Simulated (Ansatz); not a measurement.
# CH5BO: the cost of one run

Program: Ansatz 0.2.0. Level of theory: RKS r2SCANh/6-31G*. These are calculated values, not measurements.

1 further run of the same task is left out (it didn't finish).

## (1) The starting structure

Bond lengths: B1–O2 1.610 Å, O2–H3 1.010 Å, B1–C5 1.600 Å, C5–H6 1.110 Å, C5–H7 1.110 Å, C5–H8 1.110 Å. Angles: B1–O2–H3 75.9°, O2–B1–C5 155.0°, B1–C5–H6 109.5°, B1–C5–H7 109.5°, B1–C5–H8 109.5°, H6–C5–H7 109.4°, H6–C5–H8 109.4°, H7–C5–H8 109.4°.

As a file:

```xyz
8

B     0.0000    0.0000    0.0000
O     0.9238    0.0000    1.3186
H     0.0143   -0.2814    1.6557
H     1.3899    0.0000    0.0173
C    -1.3856    0.0000   -0.8000
H    -1.9458   -0.9305   -0.5708
H    -1.9898    0.8797   -0.4946
H    -1.1839    0.0508   -1.8903
```

## (2) A restrained relaxation towards end A

Springs on the bonds that form and break draw the guess towards this end; the thresholds are loose.

File input.yaml:

```yaml
crystal:
  periodic: [false, false, false]
  atoms:
    - { symbol: B, position_ang: [0.0, 0.0, 0.0] }
    - { symbol: O, position_ang: [0.9238, 0.0, 1.3186] }
    - { symbol: H, position_ang: [0.0143, -0.2814, 1.6557] }
    - { symbol: H, position_ang: [1.3899, 0.0, 0.0173] }
    - { symbol: C, position_ang: [-1.3856, 0.0, -0.8] }
    - { symbol: H, position_ang: [-1.9458, -0.9305, -0.5708] }
    - { symbol: H, position_ang: [-1.9898, 0.8797, -0.4946] }
    - { symbol: H, position_ang: [-1.1839, 0.0508, -1.8903] }
basis:
  gaussian: { orbitals: "6-31G*" }
hamiltonian:
  xc: r2scanh
relax:
  f_tol: 0.15
  max_steps: 25
  restrain:
    - { distance: [1, 3], at: 2.21, k: 30.0 }
    - { distance: [0, 1], at: 1.41, k: 30.0 }
    - { distance: [0, 3], at: 1.19, k: 30.0 }
output:
  orbitals: {}
```

On the command line:

```bash
$ ansatz run input.yaml --threads 1 --pin off --max-ram 2048MiB --backend cpu --events-out ev --progress --plain --runs-dir out
```

**Question.** How long does this run take on 1 thread of Arm Neoverse V2, shared host, and how much memory does it need?

About 18 s, with a peak of 0.14 GiB.
